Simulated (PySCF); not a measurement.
CH3, doublet, geometry from GFN2-xTB of the parent state (the spin is typed, not shown lowest); PySCF with MP2/def2-SVP.

Here is a job for PySCF.
```python
from pyscf import gto, scf, mp

mol = gto.Mole()
mol.atom = '''
    C     0.000000    0.000000    0.000000
    H     1.080145   -0.221601    0.001602
    H    -0.731980   -0.824630   -0.003806
    H    -0.348166    1.046231    0.002204
'''
mol.basis = 'def2-svp'
mol.charge = 0
mol.spin = 1
mol.verbose = 4
mol.build()

mf = scf.UHF(mol)
mf.kernel()

pt = mp.MP2(mf)
pt.kernel()
print('E(MP2) = %.10f' % pt.e_tot)
```

Question: Write the output that PySCF gives for this input, abridged.

Answer: 
```
PySCF version 2.14.0

[INPUT] verbose = 4
[INPUT] num. atoms = 4
[INPUT] num. electrons = 9
[INPUT] charge = 0
[INPUT] spin (= nelec alpha-beta = 2S) = 1
[INPUT] symmetry False subgroup None
[INPUT] Mole.unit = angstrom
[INPUT] Symbol           X                Y                Z      unit          X                Y                Z       unit  Magmom
[INPUT]  1 C      0.000000000000   0.000000000000   0.000000000000 AA    0.000000000000   0.000000000000   0.000000000000 Bohr   0.0
[INPUT]  2 H      1.080145000000  -0.221601000000   0.001602000000 AA    2.041178224818  -0.418765198930   0.003027341252 Bohr   0.0
[INPUT]  3 H     -0.731980000000  -0.824630000000  -0.003806000000 AA   -1.383241728659  -1.558324854100  -0.007192297630 Bohr   0.0
[INPUT]  4 H     -0.348166000000   1.046231000000   0.002204000000 AA   -0.657938385885   1.977090053030   0.004164956379 Bohr   0.0

nuclear repulsion = 9.46974096878313
number of shells = 15
number of NR pGTOs = 45
number of NR cGTOs = 29
basis = def2-svp
ecp = {}

******** <class 'pyscf.scf.uhf.UHF'> ********
method = UHF
initial guess = minao
damping factor = 0
level_shift factor = 0
DIIS = <class 'pyscf.scf.diis.CDIIS'>
diis_start_cycle = 1
diis_space = 8
diis_damp = 0
SCF conv_tol = 1e-09
SCF conv_tol_grad = None
SCF max_cycles = 50
direct_scf = True
direct_scf_tol = 1e-13
number electrons alpha = 5  beta = 4
Set gradient conv threshold to 3.16228e-05
init E= -39.2298073688555

cycle= 1 E= -39.5152231251466  delta_E= -0.285  |g|= 0.141  |ddm|= 1.13
cycle= 2 E= -39.5298610592538  delta_E= -0.0146  |g|= 0.0459  |ddm|= 0.157
cycle= 3 E= -39.5314591995877  delta_E= -0.0016  |g|= 0.0174  |ddm|= 0.0576
cycle= 4 E= -39.5318110810629  delta_E= -0.000352  |g|= 0.0083  |ddm|= 0.0243
cycle= 5 E= -39.5319577076325  delta_E= -0.000147  |g|= 0.00224  |ddm|= 0.0229
cycle= 6 E= -39.531969289528  delta_E= -1.16e-05  |g|= 0.000473  |ddm|= 0.00707
cycle= 7 E= -39.5319697358052  delta_E= -4.46e-07  |g|= 6.82e-05  |ddm|= 0.00151
cycle= 8 E= -39.5319697429349  delta_E= -7.13e-09  |g|= 8.37e-06  |ddm|= 0.00018
cycle= 9 E= -39.5319697430289  delta_E= -9.39e-11  |g|= 1.83e-06  |ddm|= 1.7e-05
Extra cycle  E= -39.5319697430329  delta_E= -4.08e-12  |g|= 8.84e-07  |ddm|= 2.91e-06
converged SCF energy = -39.5319697430329  <S^2> = 0.76225226  2S+1 = 2.012215

******** <class 'pyscf.mp.ump2.UMP2'> ********
nocc = (np.int64(5), np.int64(4)), nmo = (29, 29)
E(UMP2) = -39.6617540752072  E_corr = -0.12978433217424
E(SCS-UMP2) = -39.6662783724625  E_corr = -0.134308629429619
E_corr(same-spin) = -0.0247298875147713
E_corr(oppo-spin) = -0.105054444659469
E(MP2) = -39.6617540752
```
